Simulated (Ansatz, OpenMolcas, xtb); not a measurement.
**Group exchange: 2 H3NO → H2O2 + N2H4**

Species: H3NO (hydroxylamine) `NO`, singlet; H2O2 (hydrogen peroxide) `OO`, singlet; N2H4 (hydrazine) `NN`, singlet. The partners trade NH2 for OH: O–NH2 and N–OH bonds give way to O–OH and N–NH2.

Shapes, held fixed at every level: PBE0-D4/def2-TZVP. Flexible molecules stand in one conformer, not always the lowest. Programs: Ansatz 0.2.0, OpenMolcas 26.06, xtb 6.7.1. The zero-point and thermal change to 298 K, harmonic and unscaled (PBE0-D4/def2-TZVP), is -1.9 kJ/mol.

**What was measured.** Tabulated heats of formation (Active Thermochemical Tables): H3NO -43.5; H2O2 -135.4; N2H4 +95.5 kJ/mol, which give ΔH(298 K) = +47.0 kJ/mol.

| level | kind | ΔH (kJ/mol) | computed − measured |
| --- | --- | --- | --- |
| GFN1-xTB | semi-empirical | +109.8 | +62.8 |
| HF/def2-TZVPP | Hartree–Fock | +56.7 | +9.7 |
| SPW92/def2-TZVPP | LDA | +46.5 | -0.6 |
| B3LYP/6-31G* (spherical functions) | global hybrid | +50.4 | +3.4 |
| r2SCAN0-D4/def2-TZVPP | global hybrid | +50.3 | +3.3 |
| wB97M-V/def2-TZVPP | range-separated hybrid | +49.4 | +2.4 |
| MP2/def2-TZVPP | perturbation theory | +50.8 | +3.8 |
| CCSD/def2-TZVPP | coupled cluster or CI | +51.2 | +4.2 |
| CCSD(T)/CBS estimate | coupled cluster or CI | +49.8 | +2.8 |

Nearest: SPW92/def2-TZVPP (-0.6); farthest: GFN1-xTB (+62.8). 8 of 9 levels lie within 10 kJ/mol. The CBS estimate extrapolates MP2 from def2-TZVPP and def2-QZVPP and adds CCSD(T) − MP2 in the triple-zeta set, cores frozen.
